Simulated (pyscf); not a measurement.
Structures and frequencies: ωB97X-D3(BJ)/def2-SVP in PySCF.

Task: `[Cl][Ge][Cl]` [singlet] + `[H]` [doublet] + `[NH3]` → `[NH2][Ge]([Cl])[Cl]` [doublet] + `[H][H]`
Surface: doublet. Broken: H–N. Formed: Ge–N, H–H. Give ΔE‡ and ΔE from ωB97M-D3(BJ)/def2-TZVP, relative to the separated reactants.

Result: ΔE‡ = -7.5 kcal/mol, ΔE = -37.6 kcal/mol. Zero-point energy shifts the barrier by +1.0 kcal/mol. It is an addition across a multiple bond or ene-type step, with an imaginary mode of 1856i cm⁻¹. On the reactant side the descent ends in an adduct with a Ge–N contact, 24.6 kcal/mol under the separated species and 15.3 kcal/mol under the saddle at ωB97X-D3(BJ)/def2-TZVP. At ωB97M-D3(BJ) the saddle lies under the separated reactants, which points to a path from their complex (located at ωB97X-D3(BJ) alone). What is counted as formed (Ge–N) is already present as a longer contact in the reactant adduct; forming that adduct is a step of its own. This is the saddle that the search found; another between the same sides may lie lower. Elements up to Kr have no core potential and no relativistic terms here.
